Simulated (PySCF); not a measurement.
Molecule: SMILES C#CCCC#N, C5H5N.

Structure with atom numbers: `[CH:1]#[C:2][CH2:3][CH2:4][C:5]#[N:6]` (H(Xn): hydrogen on atom n).

Geometry PBE0-D3(BJ)/def2-SVP throughout; GIAO in PySCF 2.14.0 with density-fitted response routines, gas phase, one conformer, non-relativistic; equivalent atoms averaged; functional PBE0.

For orientation, cc-pVDZ gives these absolute shieldings σ: C5 83.5, C1 125.2, C2 118.8, C4 177.8, C3 177.9, N6 -6.5, H(C1) 29.56, H(C4) 29.17, H(C3) 28.95 ppm.

A run gave: C5 79.4, C1 126.7, C2 117.5, C4 176.9, C3 176.2, N6 -3.6, H(C1) 29.51, H(C4) 28.96, H(C3) 28.79 ppm (absolute shieldings σ).

Q: Which basis set was used in that run?
A. pcSseg-1
B. def2-TZVP
C. pcSseg-0
D. STO-3G
E. aug-cc-pVDZ

A: E. C5 tells them apart best: aug-cc-pVDZ gives 79.4, STO-3G gives 142.3, pcSseg-1 gives 61.7, pcSseg-0 gives 59.2, def2-TZVP gives 64.3 ppm.
